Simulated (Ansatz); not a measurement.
Ansatz (a first-principles code) input (B3LYP/6-31G**): The .json file is the Basis Set Exchange's 6-31G**.

Ansatz 0.2 input:
```yaml
crystal:
  periodic: [false, false, false]
  atoms:
    - {symbol: N, position_ang: [-0.00063421, 0.00096609, 0.34015201]}
    - {symbol: C, position_ang: [-0.00079430, 1.43277720, -0.10735190]}
    - {symbol: C, position_ang: [1.24176433, -0.71596738, -0.09893236]}
    - {symbol: C, position_ang: [-1.24039234, -0.71768981, -0.10355541]}
    - {symbol: H, position_ang: [0.00121791, 1.45064790, -1.19438303]}
    - {symbol: H, position_ang: [0.89006992, 1.92223033, 0.27736210]}
    - {symbol: H, position_ang: [-0.89376383, 1.92099248, 0.27403969]}
    - {symbol: H, position_ang: [1.26194830, -0.72952092, -1.18584036]}
    - {symbol: H, position_ang: [1.21818719, -1.73118392, 0.28835021]}
    - {symbol: H, position_ang: [2.10904024, -0.18572320, 0.28562181]}
    - {symbol: H, position_ang: [-1.25650860, -0.73126855, -1.19053101]}
    - {symbol: H, position_ang: [-2.10982976, -0.18865079, 0.27776411]}
    - {symbol: H, position_ang: [-1.21684906, -1.73287366, 0.28381492]}
    - {symbol: H, position_ang: [-0.00253901, 0.00386768, 1.36177551]}
basis:
  gaussian:
    orbitals: 6-31G__.json
hamiltonian:
  xc: {name: B3LYP}
total_charge: 1
output: {forces: true}
```

**Question.** Predict the final energy.

**Answer.** -174.86579 Eh.
